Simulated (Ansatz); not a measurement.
# CH₇BSi: taking an electron away

The task here is to estimate one member of a computed series from the others.

Program: Ansatz 0.2.0, Gaussian basis. Level of theory: unrestricted cation, the program's frozen cores in correlated methods. These are calculated values, not measurements.

The runs, in order: UKS PBE-D4/def2-TZVPP; UKS r2SCAN-D4/def2-TZVPP; UKS PBE0-D4/def2-TZVPP; UKS B3LYP-D4/def2-TZVPP; UKS wB97X-V/def2-TZVPP; UKS wB97M-V/def2-TZVPP; UKS B2PLYP/def2-TZVPP; UHF-MP2/def2-TZVPP; UHF-MP2/def2-QZVPP; then −ε(HOMO) from the neutral's earlier runs with LDA (SPW92), PBE-D4, revPBE-D4, BLYP-D4, r2SCAN-D4, B97M-V, PBE0-D4, B3LYP-D4, r2SCANh-D4, r2SCAN0-D4, HSE06-D4, BHLYP-D4, CAM-B3LYP-D4, LC-ωPBE, ωB97X-V, ωB97M-V.

1 further run of the same task is left out (it didn't finish).

### Structure used throughout

The geometry comes from an earlier relaxation with PBE0-D4 in a triple-zeta def2 set; it is a stationary point, not always the lowest conformer.

SMILES `CB[SiH3]`, 10 atoms, charge 0, spin multiplicity 1.

Atoms are counted from 1 here; the program's logs count them from 0.

Bond lengths: C1–B2 1.550 Å, C1–H4 1.106 Å, C1–H5 1.092 Å, C1–H6 1.091 Å, B2–Si3 2.018 Å, B2–H7 1.201 Å, Si3–H8 1.491 Å, Si3–H9 1.491 Å, Si3–H10 1.494 Å. Angles: B2–C1–H4 102.7°, B2–C1–H5 114.9°, B2–C1–H6 116.2°, H4–C1–H5 105.3°, H4–C1–H6 106.0°, H5–C1–H6 110.4°, C1–B2–Si3 124.4°, C1–B2–H7 118.6°, Si3–B2–H7 117.0°, B2–Si3–H8 111.7°, B2–Si3–H9 114.0°, B2–Si3–H10 107.9°, H8–Si3–H9 108.2°, H8–Si3–H10 107.1°, H9–Si3–H10 107.6°.

Coordinates:

```
C    -1.0879    0.9750   -0.5769
B     0.1120    0.0003   -0.6899
Si    1.0141   -0.8831    0.8848
H    -1.9584    0.3075   -0.7162
H    -1.1579    1.7122   -1.3800
H    -1.2286    1.4541    0.3934
H     0.5168   -0.2882   -1.7837
H     1.1542   -2.3541    0.6855
H     0.3249   -0.6542    2.1867
H     2.3937   -0.3208    0.9993
```

The first run:

in.yaml

```yaml
crystal:
  periodic: [false, false, false]
  atoms:
    - {symbol: C, position_ang: [-1.087858, 0.974956, -0.576913]}
    - {symbol: B, position_ang: [0.112022, 0.000328, -0.689947]}
    - {symbol: Si, position_ang: [1.014128, -0.883143, 0.884833]}
    - {symbol: H, position_ang: [-1.958392, 0.307457, -0.716175]}
    - {symbol: H, position_ang: [-1.157861, 1.712226, -1.379982]}
    - {symbol: H, position_ang: [-1.228599, 1.454133, 0.393409]}
    - {symbol: H, position_ang: [0.516787, -0.288162, -1.783731]}
    - {symbol: H, position_ang: [1.154229, -2.354129, 0.685516]}
    - {symbol: H, position_ang: [0.324945, -0.654189, 2.186687]}
    - {symbol: H, position_ang: [2.393701, -0.320777, 0.999304]}
basis:
  gaussian: {orbitals: def2-TZVPP}
total_charge: 1
magnetization: {spin_polarized: true, initial_magnetization: 1}
hamiltonian: {xc: pbe, dispersion: d4}
```

Among the steps run: Cation, UKS PBE-D4/def2-TZVPP; Cation, UKS r2SCAN-D4/def2-TZVPP; Cation, UKS PBE0-D4/def2-TZVPP; Cation, UKS B3LYP-D4/def2-TZVPP; Cation, UKS wB97X-V/def2-TZVPP; Cation, UKS wB97M-V/def2-TZVPP; Cation, UKS B2PLYP (frozen core)/def2-TZVPP; Cation, UHF-MP2/def2-TZVPP; Cation, UHF-MP2/def2-QZVPP.

One table of the session follows, with a row left open; its other results are not shown here.

For comparison, −ε(HOMO) of the neutral from earlier runs:

```
  functional  −ε(HOMO) (eV)
 LDA (SPW92)           6.75
      PBE-D4           6.70
   revPBE-D4           6.67
     BLYP-D4           6.61
   r2SCAN-D4           6.95
      B97M-V           7.06
     PBE0-D4           7.92
    B3LYP-D4           7.74
  r2SCANh-D4           7.40
  r2SCAN0-D4           8.07
    HSE06-D4           7.52
    BHLYP-D4           9.07
CAM-B3LYP-D4           9.28
     LC-ωPBE              ?
     ωB97X-V          10.28
     ωB97M-V          10.08
```

Estimate the missing values for LC-ωPBE.

The run gave: −ε(HOMO) (eV): 10.62. In the column «−ε(HOMO) (eV)» it is the highest.
